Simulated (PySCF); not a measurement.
methane cation (CH4), SMILES C (connectivity only; charge and spin as stated), charge +1, multiplicity 2.

Geometry: ωB97X-D3(BJ)/def2-TZVPD. The spin state was assumed, not searched.

Calculation: ωB97X-D3(BJ)/def2-TZVPD (PySCF).

Frequencies are harmonic and unscaled.

Modes within 1.5 cm⁻¹ of each other (mostly degenerate sets) share a row, with their intensities summed.

Computed vibrational spectrum:
```tsv
mode	ν (cm⁻¹)	IR (km/mol)	moving atoms (share of kinetic energy)
1–2	258	673.1	H 85 %, C 15 %
3	1073	79.0	H 78 %, C 22 %
4	1311	0.0	H 100 %
5	1443	0.0	H 100 %
6	2733	87.2	H 97 %
7	2832	0.0	H 100 %
8–9	2903	653.1	H 90 %, C 10 %
```
